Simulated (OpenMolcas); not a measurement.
**SiNH4 (SMILES [NH][SiH3]): methods side by side**

The species is SiNH4 (6 atoms), meant as a doublet with charge 0. As SMILES, `[NH][SiH3]`. The coordinates come from a PBE0-D4/def2-TZVP relaxation.

| atom | x (Å) | y (Å) | z (Å) |
| --- | --- | --- | --- |
| N | 0.5921 | -0.8352 | 0.9095 |
| Si | -0.2037 | 0.3476 | -0.1100 |
| H | 0.9228 | -1.6407 | 0.3727 |
| H | -1.3106 | -0.2823 | -0.8855 |
| H | 0.7895 | 0.9118 | -1.0689 |
| H | -0.7481 | 1.4348 | 0.7362 |

Each level gives the energy change with the N1–H3 bond stretched from 1.023 to 2.250 Å (eV). The values are calculated.

```json
{"level": "U-revPBE/def2-TZVP", "kind": "GGA", "program": "OpenMolcas", "value (eV)": "3.98", "less CCSD(T)/def2-TZVP": "-0.03"}
{"level": "UBLYP/def2-TZVP", "kind": "GGA", "program": "OpenMolcas", "value (eV)": "3.95", "less CCSD(T)/def2-TZVP": "-0.06"}
{"level": "UPBE/def2-TZVP", "kind": "GGA", "program": "OpenMolcas", "value (eV)": "4.04", "less CCSD(T)/def2-TZVP": "+0.03"}
{"level": "UM06-L/def2-TZVP", "kind": "meta-GGA", "program": "OpenMolcas", "value (eV)": "4.10", "less CCSD(T)/def2-TZVP": "+0.09"}
{"level": "UBHLYP/def2-TZVP", "kind": "global hybrid", "program": "OpenMolcas", "value (eV)": "4.05", "less CCSD(T)/def2-TZVP": "+0.04"}
{"level": "UM06-2X/def2-TZVP", "kind": "hybrid meta-GGA", "program": "OpenMolcas", "value (eV)": "4.16", "less CCSD(T)/def2-TZVP": "+0.15"}
{"level": "UPBE0/def2-TZVP", "kind": "global hybrid", "program": "OpenMolcas", "value (eV)": "4.09", "less CCSD(T)/def2-TZVP": "+0.08"}
{"level": "ROCCSD(T)/def2-TZVP", "kind": "coupled cluster or CI", "program": "OpenMolcas", "value (eV)": "4.01", "less CCSD(T)/def2-TZVP": "0.00"}
```

ROCCSD(T)/def2-TZVP is the highest level here, not the true value. At this stretch a single reference begins to fail. The first shape isn't each level's own minimum. The values span 3.95 to 4.16 eV. Spin contamination of the reference (⟨S²⟩ at least 0.1 too high) touches U-revPBE/def2-TZVP, UBLYP/def2-TZVP, UPBE/def2-TZVP, UM06-L/def2-TZVP, UBHLYP/def2-TZVP, UM06-2X/def2-TZVP, UPBE0/def2-TZVP.
